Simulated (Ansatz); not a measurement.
# SiHCl (triplet): the correlation ladder, cc-pVTZ

One table from this session's results is given with a row withheld; the runs are named, their logs left out.

Method: cc-pVTZ, core rule «outside noble gas», up to 10 orbitals frozen; program: Ansatz 0.2.0, Gaussian basis.

The runs, in order: UHF; CCSD(T) on ROHF; CCSD(T) on UHF; BCCD(T) on ROHF; CCSDT(Q) on ROHF; CCSDT(Q) on UHF; CASSCF and MRCISD+Q, 12 electrons in 9 orbitals; CASSCF and NEVPT2, 12 electrons in 9 orbitals.

9 further runs of the same task are left out: 5 for a known fault of the program, 4 set aside as unsound or not needed.

**The geometry**

The geometry is a PBE0/def2-TZVP stationary point (not a proven minimum) of the parent state, kept for this charge and spin.

3 atoms, charge 0, spin multiplicity 3.

Atoms are counted from 1 here; the program's logs count them from 0.

Bond lengths: Si1–Cl2 2.077 Å, Si1–H3 1.529 Å. Angles: Cl2–Si1–H3 94.7°.

The first run:

File in.yaml:

```yaml
crystal:
  periodic: [false, false, false]
  atoms:
    - {symbol: Si, position_ang: [0.000000, -0.089026, 1.135803]}
    - {symbol: Cl, position_ang: [0.000000, 0.030004, -0.938114]}
    - {symbol: H, position_ang: [0.000000, 1.425266, 1.348629]}
basis:
  gaussian: {orbitals: cc-pVTZ}
magnetization: {spin_polarized: true, initial_magnetization: 2}
hamiltonian: {xc: hf}
output: {orbitals: {seedname: orbitals}}
```

Command:

```bash
$ ansatz run in.yaml --threads 1 --pin off --events-out ev --progress --plain --max-ram 3968MiB --backend cpu
```

Steps of the session up to this table: UHF; CCSD(T) on ROHF; CCSD(T) on UHF; BCCD(T) on ROHF; CCSDT(Q) on ROHF; CCSDT(Q) on UHF; CASSCF and MRCISD+Q, 12 electrons in 9 orbitals; CASSCF and NEVPT2, 12 electrons in 9 orbitals.

One table of the session follows, with a row left open; its other results are not shown here.

```
          method  from UCCSDT(Q) (meV)
            ROHF               +8580.4
             UHF               +8513.8
            RMP2               +1245.0
            UMP2               +1232.2
           RCCSD                +398.9
           UCCSD                     ?
        RCCSD(T)                 +52.2
        UCCSD(T)                 +50.7
         BCCD(T)                 +50.3
          RCCSDT                 +19.0
          UCCSDT                 +17.4
       RCCSDT(Q)                  +3.2
       UCCSDT(Q)                     0
  CASSCF valence               +7680.1
  NEVPT2 valence               +1808.5
  MRCISD valence                +879.3
MRCISD+Q valence                +187.8
```

Estimate the missing values for UCCSD.

As computed: from UCCSDT(Q) (meV): +395.6. In the column «from UCCSDT(Q) (meV)» it lies between MRCISD+Q valence (+187.8) and RCCSD (+398.9).

To keep in mind: Restricted and unrestricted rows rest on different reference determinants; where their highest levels disagree by more than a few hundredths of an eV, they describe different states and don't form one ladder.
